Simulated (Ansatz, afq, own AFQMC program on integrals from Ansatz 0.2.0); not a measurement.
AFQMC on a folder of integrals that Ansatz 0.2.0 wrote.

```yaml
crystal:
  periodic: [false, false, false]
  atoms:
    - {symbol: Ge, position_ang: [0.000000, 0.000000, 0.000000]}
    - {symbol: Al, position_ang: [0.000000, 0.000000, 2.466944]}
basis:
  gaussian: {orbitals: cc-pVDZ}
magnetization: {spin_polarized: true, initial_magnetization: 3}
correlation: {method: ccsd_t, electrons: outside_noble_gas, hamiltonian_folder: ham}
```

```sh
$ ansatz run in.yaml --threads 1 --pin off --events-out ev --progress --plain --max-ram 16896MiB --backend cuda --devices 0, --max-vram 18GiB
```

afq runs on the folder ham with

```
--method phaseless --trial cid --walkers 2 --populations 1 --least-time 40 --time-step 0.0025 --steps-per-block 10 --equilibration-blocks 240 --max-blocks 2400 --target-error 0.00064 --factor-cut 1e-05 --start spin_pure --seed 6348 --release-times 0.5,1,2 --release-step 0.02 --release-every 40 --taylor-order 6
```

Times are imaginary, in 1/Eh. The walk had a cap of 60 s. Filled inner d shells are frozen with the cores.

```
orbitals 26  electrons 5 2  factors 184 of 511
reference energy -2317.22108325 Eh
CCSD correlation -0.12072010 Eh in 12 cycles, weight of the determinant in the CISD state 0.8655
energy of the start -2317.343635 Eh
 block  time / (1/Eh)  mean weight  energy / Eh
     1     0.025  0.9972  -2317.343414
     2     0.050  1.0010  -2317.343391
     3     0.075  0.9997  -2317.343338
     4     0.100  1.0007  -2317.342951
     5     0.125  1.0003  -2317.342971
    10     0.250  1.0017  -2317.342648
   146     3.650  1.0025  -2317.342440
   291     7.275  1.0006  -2317.342172
   436    10.900  0.9978  -2317.347334
   581    14.525  1.0023  -2317.349616
   726    18.150  1.0003  -2317.355887
   871    21.775  1.0021  -2317.345252
  1016    25.400  1.0000  -2317.406052
  1103    27.575  0.9990  -2317.323038
  1161    29.025  1.0020  -2317.333468
  1190    29.750  1.0002  -2317.349746
blocks merged  error / Eh  count
     1  0.000530  956
     2  0.000744  478
     4  0.001041  239
     8  0.001450  119
    16  0.001982  59
    32  0.002671  29
    64  0.003470  14
released: time / (1/Eh)  energy / Eh  error  mean overlap
  0.50  -2317.349098  0.001849  1.0199
  1.00  -2317.352184  0.002447  1.0210
  2.00  -2317.349187  0.001848  1.0188
energy -2317.350404 +/- 0.002671 Eh
(rows thinned)
```

The time cap ended the run before it passed its tests.

Against this walk (error 72.7 meV) on the same determinant: CCSD(T) 95.2 meV higher (within the noise), CCSDT(Q) 45.2 meV higher (within the noise), CCSDTQ 45.1 meV higher (within the noise), full CI 44.8 meV higher (within the noise), a separate phaseless walk with a CISD trial and standard settings 68.7 ± 72.7 meV higher (within the noise). The error is statistical and leaves out the bias of the constraint.

A setting was made bad on purpose (too few walkers), so the walk's energy isn't to be trusted.

Cautions: constraint bias not in the error; error not settled; error above the target (72.7 against 17.4 meV); no relativity below Rb; no spin-orbit coupling; inner d shell frozen; lower spins were not checked; the sampling time fell short of the least asked; so few walkers bias the energy.

CCSDT and higher add their correlation energy to the determinant of the CCSD(T) run, since their own runs factorise the integrals more tightly (a shift of under 2 meV). A walk keeps the symmetry of its determinant, which the program's search chose and which needn't be the lowest solution, so a lower state of the same spin and another symmetry isn't excluded.
